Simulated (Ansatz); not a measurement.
The same path of CH$_{3}$O (5 atoms, charge -1, multiplicity 1) was run twice with different band settings. Lost on the way: C1–H3. Made: O2–H3.

Method: RKS B3LYP-D4/def2-TZVP in Ansatz 0.2.0.

Relaxed end points:

```xyz
5
Properties=species:S:1:pos:R:3
C 0.034 -0.027 -0.008
O 1.043 -0.841 -0.256
H -1.020 -0.473 -0.097
H -0.054 0.901 -0.677
H -0.004 0.441 1.038
```

```xyz
5
Properties=species:S:1:pos:R:3
C -0.253 0.472 0.134
O 0.263 -0.920 -0.254
H -0.562 -1.391 -0.356
H 0.252 1.145 -0.601
H 0.301 0.695 1.078
```

Common settings: spring 5.0 eV/Å²; optimiser quadratic models (default); start path through a guess of the saddle point; force threshold 0.05 eV/Å; iteration limit 60; end points relaxed.

| run | movable images | climbing image |
| --- | --- | --- |
| 1 | 7 | yes |
| 2 | 4 | no |

What does each run give, and how far can it be trusted?

Run 1: converged after 8 iterations, highest image 2.567 eV above the first end. A vibrational analysis at the climbing image gives one clearly imaginary mode, 1631i cm⁻¹: a first-order saddle point.
Run 2: converged after 6 iterations, highest image 2.503 eV above the first end. Neighbouring images differ by up to 1.5 eV, so the band resolves the path poorly. No image climbed, so the highest image needn't sit at the top of the path.
The orbitals stay closed-shell, which can raise the energy where a bond breaks towards radicals; this wasn't checked here. Limits of this set-up: an anion without diffuse functions, the dipole of an ion depends on the origin.
